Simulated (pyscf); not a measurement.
Thermochemistry of product channels of H₂C=C(F)–F + H• on the doublet surface, in kcal/mol, from CCSD(T)/def2-TZVPP + ΔMP2(QZVPP) energies (ideal gas, 1 atm, RRHO with modes under 100 cm⁻¹ raised to 100, one conformer, R ln 2 for rigid chiral ones). PySCF, gas phase, ωB97X-D3(BJ)/def2-SVP geometries. Correlated levels are frozen-core, on RHF or UHF. ΔMP2 is the change of the MP2 total energy from the triple- to the quadruple-zeta basis.

| products | ΔE | ΔH(298 K) | ΔG(600 K) | ΔG(900 K) |
|---|---|---|---|---|
| H₂C=C•–F + HF | -9.5 | -7.0 | -14.1 | -17.3 |
| H₃C–C•(F)–F | ? | -39.7 | -26.3 | -19.0 |
| F–CH•–CH₂–F | -33.6 | -28.1 | -15.5 | ? |
| •HC=CH₂ + F–F | ? | +103.7 | +95.8 | +92.4 |

### Question
Fill in the missing entries.

### Answer

- H₃C–C•(F)–F, ΔE: -45.2
- F–CH•–CH₂–F, ΔG(900 K): -8.6
- •HC=CH₂ + F–F, ΔE: +102.1

These are energies of the channels, which say nothing of barriers. The CCSD(T) − MP2 part came from Ansatz, without density fitting, on the same reference. A UHF reference is spin-contaminated (<S²> up to 0.96), which harms MP2 most.
